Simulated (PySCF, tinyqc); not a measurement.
Inside a calculation (part 1 of 2). Method: RHF in the sto-3g basis, for H2F+, spin multiplicity 1. The lowest restricted solution is unstable here: a spin-polarised one lies 0.0024 hartree lower (PySCF). Computed by tinyqc, a small Python program that keeps every step (integrals from PySCF). Settings: charge = 1, multiplicity = 1, basis = sto-3g, energy threshold = 1e-08, iteration cap = 87, orthogonalisation = canonical, start = atomic densities, DIIS depth = 8, method = RHF. Command: `OMP_NUM_THREADS=1 python tinyqc.py 25555 25556 out.jsonl` (the two numbers bound the seeds that draw the settings). One thread of a shared host (Intel(R) Xeon(R) Processor @ 2.60GHz), about 0.08 s of CPU time with the checks. Later iterations appear only in the table of the cycle.

## One-electron integrals

Geometry (angstrom):
```
atom         x          y         z
F     0.000000   0.000000  0.000000
H     0.000000   1.225000  0.655000
H     0.000000  -1.272000  0.680000
```

Basis sto-3g: exponents (1/bohr^2) and contraction coefficients of normalised primitives:
```
element  l (shell)    exponent  coefficient
F            s (1)  166.679130     0.154329
F            s (1)   30.360812     0.535328
F            s (1)    8.216821     0.444635
F            s (2)    6.464803    -0.099967
F            s (2)    1.502281     0.399513
F            s (2)    0.488588     0.700115
F            p (3)    6.464803     0.155916
F            p (3)    1.502281     0.607684
F            p (3)    0.488588     0.391957
H            s (1)    3.425251     0.154329
H            s (1)    0.623914     0.535328
H            s (1)    0.168855     0.444635
```

Overlap, kinetic and nuclear-attraction integrals over the contracted functions; the nuclear repulsion is the sum of Za Zb / Rab.

nuclear repulsion = 6.94237691 hartree

overlap S:
```
           1F 1s     1F 2s    1F 2px     1F 2py    1F 2pz     2H 1s      3H 1s
1F 1s   1.000000  0.237990  0.000000   0.000000  0.000000  0.016318   0.014495
1F 2s   0.237990  1.000000  0.000000   0.000000  0.000000  0.201407   0.182235
1F 2px  0.000000  0.000000  1.000000   0.000000  0.000000  0.000000   0.000000
1F 2py  0.000000  0.000000  0.000000   1.000000  0.000000  0.161863  -0.148106
1F 2pz  0.000000  0.000000  0.000000   0.000000  1.000000  0.086547   0.079176
2H 1s   0.016318  0.201407  0.000000   0.161863  0.086547  1.000000   0.049786
3H 1s   0.014495  0.182235  0.000000  -0.148106  0.079176  0.049786   1.000000
```

kinetic energy T (hartree):
```
            1F 1s      1F 2s    1F 2px     1F 2py    1F 2pz      2H 1s      3H 1s
1F 1s   36.984577  -0.212858  0.000000   0.000000  0.000000  -0.005256  -0.004521
1F 2s   -0.212858   1.037995  0.000000   0.000000  0.000000  -0.006232  -0.010861
1F 2px   0.000000   0.000000  3.248015   0.000000  0.000000   0.000000   0.000000
1F 2py   0.000000   0.000000  0.000000   3.248015  0.000000   0.035203  -0.025019
1F 2pz   0.000000   0.000000  0.000000   0.000000  3.248015   0.018823   0.013375
2H 1s   -0.005256  -0.006232  0.000000   0.035203  0.018823   0.760032  -0.010680
3H 1s   -0.004521  -0.010861  0.000000  -0.025019  0.013375  -0.010680   0.760032
```

nuclear attraction V (hartree):
```
             1F 1s       1F 2s      1F 2px      1F 2py      1F 2pz      2H 1s      3H 1s
1F 1s   -77.757409   -9.354784    0.000000   -0.000419   -0.005963  -0.656462  -0.583263
1F 2s    -9.354784  -12.288955    0.000000   -0.005202   -0.074535  -1.713226  -1.535140
1F 2px    0.000000    0.000000  -12.172428    0.000000    0.000000   0.000000   0.000000
1F 2py   -0.000419   -0.005202    0.000000  -12.228599   -0.001659  -1.155271   1.040383
1F 2pz   -0.005963   -0.074535    0.000000   -0.001659  -12.188484  -0.628220  -0.566214
2H 1s    -0.656462   -1.713226    0.000000   -1.155271   -0.628220  -4.844849  -0.289766
3H 1s    -0.583263   -1.535140    0.000000    1.040383   -0.566214  -0.289766  -4.723394
```

core Hamiltonian H = T + V (hartree):
```
             1F 1s       1F 2s     1F 2px     1F 2py     1F 2pz      2H 1s      3H 1s
1F 1s   -40.772832   -9.567642   0.000000  -0.000419  -0.005963  -0.661718  -0.587784
1F 2s    -9.567642  -11.250959   0.000000  -0.005202  -0.074535  -1.719458  -1.546001
1F 2px    0.000000    0.000000  -8.924413   0.000000   0.000000   0.000000   0.000000
1F 2py   -0.000419   -0.005202   0.000000  -8.980584  -0.001659  -1.120068   1.015364
1F 2pz   -0.005963   -0.074535   0.000000  -0.001659  -8.940469  -0.609397  -0.552839
2H 1s    -0.661718   -1.719458   0.000000  -1.120068  -0.609397  -4.084817  -0.300446
3H 1s    -0.587784   -1.546001   0.000000   1.015364  -0.552839  -0.300446  -3.963362
```

## Two-electron integrals

Functions are numbered as in S; the eight-fold symmetry (ij|kl) = (ji|kl) = (kl|ij) leaves the list below.

Two-electron integrals (ij|kl) in chemists' order, unique and non-zero (hartree):
```
(11|11) 5.403501    (21|11) 0.841920    (21|21) 0.156299    (22|11) 1.268028
(22|21) 0.292344    (22|22) 0.926167    (31|31) 0.027998    (32|31) 0.043169
(32|32) 0.204588    (33|11) 1.264502    (33|21) 0.292403    (33|22) 0.925959
(33|33) 0.997514    (41|41) 0.027998    (42|41) 0.043169    (42|42) 0.204588
(43|43) 0.053770    (44|11) 1.264502    (44|21) 0.292403    (44|22) 0.925959
(44|33) 0.889973    (44|44) 0.997514    (51|51) 0.027998    (52|51) 0.043169
(52|52) 0.204588    (53|53) 0.053770    (54|54) 0.053770    (55|11) 1.264502
(55|21) 0.292403    (55|22) 0.925959    (55|33) 0.889973    (55|44) 0.889973
(55|55) 0.997514    (61|11) 0.058398    (61|21) 0.010759    (61|22) 0.020028
(61|33) 0.020001    (61|41) 0.000360    (61|42) 0.000683    (61|44) 0.020066
(61|51) 0.000192    (61|52) 0.000365    (61|54) 0.000035    (61|55) 0.020019
(61|61) 0.000747    (62|11) 0.169161    (62|21) 0.039616    (62|22) 0.142797
(62|33) 0.140673    (62|41) 0.002325    (62|42) 0.019377    (62|44) 0.145515
(62|51) 0.001243    (62|52) 0.010361    (62|54) 0.002589    (62|55) 0.142058
(62|61) 0.002767    (62|62) 0.028744    (63|31) 0.003884    (63|32) 0.024046
(63|43) 0.003926    (63|53) 0.002099    (63|63) 0.004018    (64|11) 0.109595
(64|21) 0.025972    (64|22) 0.100407    (64|33) 0.096374    (64|41) 0.005180
(64|42) 0.036588    (64|44) 0.107439    (64|51) 0.000693    (64|52) 0.006706
(64|54) 0.003817    (64|55) 0.097293    (64|61) 0.001875    (64|62) 0.024942
(64|64) 0.025562    (65|11) 0.058600    (65|21) 0.013887    (65|22) 0.053687
(65|33) 0.051531    (65|41) 0.000693    (65|42) 0.006706    (65|44) 0.053249
(65|51) 0.004255    (65|52) 0.027632    (65|54) 0.004844    (65|55) 0.056220
(65|61) 0.001003    (65|62) 0.013336    (65|64) 0.011519    (65|65) 0.010178
(66|11) 0.378405    (66|21) 0.090011    (66|22) 0.375138    (66|33) 0.364984
(66|41) 0.005510    (66|42) 0.066056    (66|44) 0.388493    (66|51) 0.002946
(66|52) 0.035320    (66|54) 0.012570    (66|55) 0.371705    (66|61) 0.006299
(66|62) 0.104206    (66|64) 0.106334    (66|65) 0.056856    (66|66) 0.774606
(71|11) 0.051884    (71|21) 0.009558    (71|22) 0.017791    (71|33) 0.017768
(71|41) -0.000316   (71|42) -0.000600   (71|44) 0.017824    (71|51) 0.000169
(71|52) 0.000321    (71|54) -0.000030   (71|55) 0.017784    (71|61) 0.000655
(71|62) 0.002387    (71|64) 0.001513    (71|65) 0.000866    (71|66) 0.005422
(71|71) 0.000590    (72|11) 0.151728    (72|21) 0.035539    (72|22) 0.128308
(72|33) 0.126420    (72|41) -0.002075   (72|42) -0.017404   (72|44) 0.130726
(72|51) 0.001109    (72|52) 0.009304    (72|54) -0.002302   (72|55) 0.127650
(72|61) 0.002411    (72|62) 0.019848    (72|64) 0.012152    (72|65) 0.008897
(72|66) 0.056628    (72|71) 0.002204    (72|72) 0.023342    (73|31) 0.003469
(73|32) 0.021551    (73|43) -0.003520   (73|53) 0.001882    (73|63) 0.002633
(73|73) 0.003255    (74|11) -0.098958   (74|21) -0.023454   (74|22) -0.090858
(74|33) -0.087248   (74|41) 0.004621    (74|42) 0.032795    (74|44) -0.097155
(74|51) -0.000616   (74|52) -0.006011   (74|54) 0.003415    (74|55) -0.088067
(74|61) -0.001538   (74|62) -0.012274   (74|64) -0.005178   (74|65) -0.005429
(74|66) -0.034609   (74|71) -0.001502   (74|72) -0.020411   (74|74) 0.021021
(75|11) 0.052902    (75|21) 0.012538    (75|22) 0.048572    (75|33) 0.046642
(75|41) -0.000616   (75|42) -0.006011   (75|44) 0.048175    (75|51) 0.003798
(75|52) 0.024765    (75|54) -0.004339   (75|55) 0.050843    (75|61) 0.000881
(75|62) 0.008950    (75|64) 0.005424    (75|65) 0.006594    (75|66) 0.027859
(75|71) 0.000803    (75|72) 0.010912    (75|74) -0.009498   (75|75) 0.008333
(76|11) 0.026997    (76|21) 0.006387    (76|22) 0.025264    (76|33) 0.024858
(76|41) -3.98e-06   (76|42) -0.000054   (76|44) 0.025331    (76|51) 0.000327
(76|52) 0.003371    (76|54) -0.000006   (76|55) 0.025579    (76|61) 0.000441
(76|62) 0.005047    (76|64) 0.003899    (76|65) 0.002729    (76|66) 0.020476
(76|71) 0.000392    (76|72) 0.004589    (76|74) -0.003604   (76|75) 0.002502
(76|76) 0.001195    (77|11) 0.364926    (77|21) 0.086812    (77|22) 0.362342
(77|33) 0.352964    (77|41) -0.005153   (77|42) -0.062192   (77|44) 0.374693
(77|51) 0.002755    (77|52) 0.033247    (77|54) -0.011616   (77|55) 0.359174
(77|61) 0.005888    (77|62) 0.061020    (77|64) 0.037110    (77|65) 0.029735
(77|66) 0.211812    (77|71) 0.005392    (77|72) 0.091546    (77|74) -0.094354
(77|75) 0.050441    (77|76) 0.020476    (77|77) 0.774606
```

## Orthogonalisation

S = U s U^T; canonical form X = U s^(-1/2), so that X^T S X = 1. Each column of U has its largest component positive (the first on a tie).

eigenvalues of S: 0.651429  0.755451  0.924215  1.000000  1.073807  1.195182  1.399916

X:
```
                1          2          3         4          5          6         7
1F 1s   -0.557564   0.080385   0.573787  0.000000  -0.534553  -0.039474  0.358204
1F 2s    0.874850  -0.082212  -0.140239  0.000000  -0.203621  -0.033827  0.555669
1F 2px   0.000000   0.000000   0.000000  1.000000   0.000000   0.000000  0.000000
1F 2py   0.080499   0.762402  -0.014834  0.000000  -0.012666   0.681395  0.031277
1F 2pz   0.213283  -0.003965   0.718006  0.000000   0.656818   0.004175  0.147896
2H 1s   -0.516211  -0.570275  -0.310918  0.000000   0.277204   0.415497  0.380366
3H 1s   -0.374704   0.635614  -0.347389  0.000000   0.309265  -0.443887  0.331242
```

## Starting guess

The start is atomic minimal-basis densities projected into this basis (PySCF's MINAO start) and scaled to the electron count of each spin; this density is not idempotent, so its energy is not variational and may lie below the converged one.

D at the start:
```
            1F 1s      1F 2s    1F 2px     1F 2py     1F 2pz      2H 1s      3H 1s
1F 1s    1.956689  -0.459368  0.000000   0.000675   0.006140  -0.012668  -0.012479
1F 2s   -0.459368   1.932124  0.000000  -0.003651  -0.032441   0.051630   0.051569
1F 2px   0.000000   0.000000  1.484904   0.000000   0.000000   0.000000   0.000000
1F 2py   0.000675  -0.003651  0.000000   1.399559  -0.002425   0.141786  -0.140550
1F 2pz   0.006140  -0.032441  0.000000  -0.002425   1.461738   0.070154   0.069332
2H 1s   -0.012668   0.051630  0.000000   0.141786   0.070154   0.915781   0.024419
3H 1s   -0.012479   0.051569  0.000000  -0.140550   0.069332   0.024419   0.915951
```

## Iteration 1: building the Fock matrix

J_ij = sum D_kl (ij|kl), K_ij = sum D_kl (ik|jl); F = H + J - 0.5 K; E = tr D H + tr D J / 2 - 0.25 tr D K + E_nn.

Coulomb J (hartree):
```
            1F 1s     1F 2s    1F 2px     1F 2py    1F 2pz     2H 1s      3H 1s
1F 1s   18.532142  3.526613  0.000000   0.000256  0.004507  0.243007   0.215874
1F 2s    3.526613  8.798398  0.000000   0.003558  0.063133  1.359974   1.221179
1F 2px   0.000000  0.000000  8.773278   0.000000  0.000000  0.000000   0.000000
1F 2py   0.000256  0.003558  0.000000   8.812871  0.000841  0.965940  -0.872803
1F 2pz   0.004507  0.063133  0.000000   0.000841  8.784665  0.525862   0.475478
2H 1s    0.243007  1.359974  0.000000   0.965940  0.525862  3.981176   0.246695
3H 1s    0.215874  1.221179  0.000000  -0.872803  0.475478  0.246695   3.874446
```

exchange K (hartree):
```
            1F 1s     1F 2s    1F 2px     1F 2py    1F 2pz     2H 1s      3H 1s
1F 1s   10.223960  1.752772  0.000000   0.000400  0.002131  0.134793   0.119855
1F 2s    1.752772  2.803783  0.000000   0.003715  0.018914  0.532913   0.479681
1F 2px   0.000000  0.000000  2.059444   0.000000  0.000000  0.000000   0.000000
1F 2py   0.000400  0.003715  0.000000   2.073043  0.001230  0.353458  -0.320451
1F 2pz   0.002131  0.018914  0.000000   0.001230  2.063624  0.194520   0.177257
2H 1s    0.134793  0.532913  0.000000   0.353458  0.194520  0.869976   0.087602
3H 1s    0.119855  0.479681  0.000000  -0.320451  0.177257  0.087602   0.844371
```

Fock matrix F (hartree):
```
             1F 1s      1F 2s     1F 2px     1F 2py     1F 2pz      2H 1s      3H 1s
1F 1s   -27.352670  -6.917415   0.000000  -0.000363  -0.002521  -0.486107  -0.431837
1F 2s    -6.917415  -3.854453   0.000000  -0.003502  -0.020859  -0.625940  -0.564663
1F 2px    0.000000   0.000000  -1.180858   0.000000   0.000000   0.000000   0.000000
1F 2py   -0.000363  -0.003502   0.000000  -1.204234  -0.001434  -0.330857   0.302787
1F 2pz   -0.002521  -0.020859   0.000000  -0.001434  -1.187616  -0.180795  -0.165990
2H 1s    -0.486107  -0.625940   0.000000  -0.330857  -0.180795  -0.538629  -0.097552
3H 1s    -0.431837  -0.564663   0.000000   0.302787  -0.165990  -0.097552  -0.511101
```

total energy of this density = -93.63179306 hartree

This density is the starting one; it is not idempotent, so its energy is not variational and may lie below the converged one.

## Iteration 1: diagonalisation and new density

Diagonalise F' = X^T F X, C = X C', fill 5 alpha and 5 beta electrons from the bottom; D = 2 C_occ C_occ^T. Each column has its largest component positive (the first on a tie).

F' = X^T F X (hartree):
```
           1          2          3          4          5          6          7
1  -4.476656   0.658289   5.307027   0.000000  -5.433685  -0.444707   3.970672
2   0.658289  -0.539966  -0.882615   0.000000   0.921858  -0.279160  -0.741138
3   5.307027  -0.882615  -8.313506   0.000000   7.790238   0.669503  -7.043613
4   0.000000   0.000000   0.000000  -1.180858   0.000000   0.000000   0.000000
5  -5.433685   0.921858   7.790238   0.000000  -9.798523  -0.735976   7.857417
6  -0.444707  -0.279160   0.669503   0.000000  -0.735976  -1.151250   0.651704
7   3.970672  -0.741138  -7.043613   0.000000   7.857417   0.651704  -8.388661
```

orbital energies (hartree): MO1 -27.359829, MO2 -2.235460, MO3 -1.245047, MO4 -1.199067, MO5 -1.180858, MO6 -0.350775, MO7 -0.278384

coefficients C:
```
              MO1        MO2        MO3        MO4       MO5        MO6        MO7
1F 1s    0.995659  -0.259030   0.002979   0.013348  0.000000   0.059276   0.007256
1F 2s    0.017858   1.014353  -0.014479  -0.064271  0.000000  -0.328386  -0.041867
1F 2px   0.000000   0.000000   0.000000   0.000000  1.000000   0.000000   0.000000
1F 2py   0.000065   0.003182   0.929255  -0.062678  0.000000   0.015557  -0.430929
1F 2pz   0.000376   0.018801   0.059946   0.976391  0.000000  -0.237287  -0.027316
2H 1s   -0.001747   0.035937   0.163477   0.078190  0.000000   0.659265   0.783424
3H 1s   -0.001570   0.032165  -0.141450   0.092253  0.000000   0.767433  -0.670059
```

D after iteration 1:
```
            1F 1s      1F 2s    1F 2px     1F 2py     1F 2pz      2H 1s      3H 1s
1F 1s    2.117240  -0.491735  0.000000   0.002343   0.017431  -0.019034  -0.018170
1F 2s   -0.491735   2.067142  0.000000  -0.012394  -0.089087   0.058059   0.057436
1F 2px   0.000000   0.000000  2.000000   0.000000   0.000000   0.000000   0.000000
1F 2py   0.002343  -0.012394  0.000000   1.734908  -0.010866   0.294252  -0.274245
1F 2pz   0.017431  -0.089087  0.000000  -0.010866   1.914573   0.173638   0.164400
2H 1s   -0.019034   0.058059  0.000000   0.294252   0.173638   0.068266  -0.029504
3H 1s   -0.018170   0.057436  0.000000  -0.274245   0.164400  -0.029504   0.059111
```

## Iteration 2: building the Fock matrix

As before.

Coulomb J (hartree):
```
            1F 1s      1F 2s    1F 2px     1F 2py     1F 2pz     2H 1s      3H 1s
1F 1s   20.612778   3.940993  0.000000  -0.000285  -0.002640  0.271413   0.241127
1F 2s    3.940993   9.761903  0.000000   0.000111  -0.003542  1.462660   1.313255
1F 2px   0.000000   0.000000  9.758306   0.000000   0.000000  0.000000   0.000000
1F 2py  -0.000285   0.000111  0.000000   9.746758  -0.000332  1.014389  -0.916714
1F 2pz  -0.002640  -0.003542  0.000000  -0.000332   9.754204  0.542866   0.490643
2H 1s    0.271413   1.462660  0.000000   1.014389   0.542866  3.788491   0.254809
3H 1s    0.241127   1.313255  0.000000  -0.916714   0.490643  0.254809   3.652588
```

exchange K (hartree):
```
            1F 1s      1F 2s    1F 2px     1F 2py     1F 2pz     2H 1s      3H 1s
1F 1s   11.092566   1.932834  0.000000   0.000080   0.000336  0.142623   0.126822
1F 2s    1.932834   3.172042  0.000000  -0.003078  -0.027796  0.509680   0.458373
1F 2px   0.000000   0.000000  2.641889   0.000000   0.000000  0.000000   0.000000
1F 2py   0.000080  -0.003078  0.000000   2.510724  -0.004759  0.371239  -0.336411
1F 2pz   0.000336  -0.027796  0.000000  -0.004759   2.598397  0.207337   0.189395
2H 1s    0.142623   0.509680  0.000000   0.371239   0.207337  0.272195   0.043239
3H 1s    0.126822   0.458373  0.000000  -0.336411   0.189395  0.043239   0.227640
```

Fock matrix F (hartree):
```
             1F 1s      1F 2s     1F 2px     1F 2py     1F 2pz      2H 1s      3H 1s
1F 1s   -25.706337  -6.593066   0.000000  -0.000744  -0.008772  -0.461616  -0.410068
1F 2s    -6.593066  -3.075078   0.000000  -0.003553  -0.064179  -0.511637  -0.461932
1F 2px    0.000000   0.000000  -0.487051   0.000000   0.000000   0.000000   0.000000
1F 2py   -0.000744  -0.003553   0.000000  -0.489188   0.000388  -0.291299   0.266856
1F 2pz   -0.008772  -0.064179   0.000000   0.000388  -0.485464  -0.170199  -0.156894
2H 1s    -0.461616  -0.511637   0.000000  -0.291299  -0.170199  -0.432424  -0.067257
3H 1s    -0.410068  -0.461932   0.000000   0.266856  -0.156894  -0.067257  -0.424595
```

total energy of this density = -98.42852440 hartree

## Iteration 2: DIIS over 2 matrices

error matrix X^T (FDS - SDF) X:
```
           1          2          3         4          5          6         7
1   0.000000   0.003009  -0.015252  0.000000   0.176739   0.052826  0.157096
2  -0.003009   0.000000   0.002173  0.000000  -0.017814   0.447714  0.017455
3   0.015252  -0.002173   0.000000  0.000000   0.132106  -0.009230  0.110182
4   0.000000   0.000000   0.000000  0.000000   0.000000   0.000000  0.000000
5  -0.176739   0.017814  -0.132106  0.000000   0.000000  -0.000241  0.042808
6  -0.052826  -0.447714   0.009230  0.000000   0.000241   0.000000  0.005934
7  -0.157096  -0.017455  -0.110182  0.000000  -0.042808  -0.005934  0.000000
```

B (overlaps of the stored error matrices):
```
                1               2
1   1.7966116e+00  -3.1493871e-01
2  -3.1493871e-01   5.8313465e-01
```

Minimise |sum c_i e_i|^2 with sum c_i = 1: solve [B -1; -1 0][c; lambda] = [0; -1] with B_ij = tr e_i^T e_j, and take F = sum c_i F_i.

DIIS coefficients: 0.298401  0.701599

extrapolated F (hartree):
```
             1F 1s      1F 2s     1F 2px     1F 2py     1F 2pz      2H 1s      3H 1s
1F 1s   -26.197604  -6.689852   0.000000  -0.000630  -0.006907  -0.468925  -0.416564
1F 2s    -6.689852  -3.307644   0.000000  -0.003538  -0.051252  -0.545746  -0.492587
1F 2px    0.000000   0.000000  -0.694083   0.000000   0.000000   0.000000   0.000000
1F 2py   -0.000630  -0.003538   0.000000  -0.702558  -0.000155  -0.303103   0.277578
1F 2pz   -0.006907  -0.051252   0.000000  -0.000155  -0.694987  -0.173361  -0.159608
2H 1s    -0.468925  -0.545746   0.000000  -0.303103  -0.173361  -0.464116  -0.076297
3H 1s    -0.416564  -0.492587   0.000000   0.277578  -0.159608  -0.076297  -0.450408
```
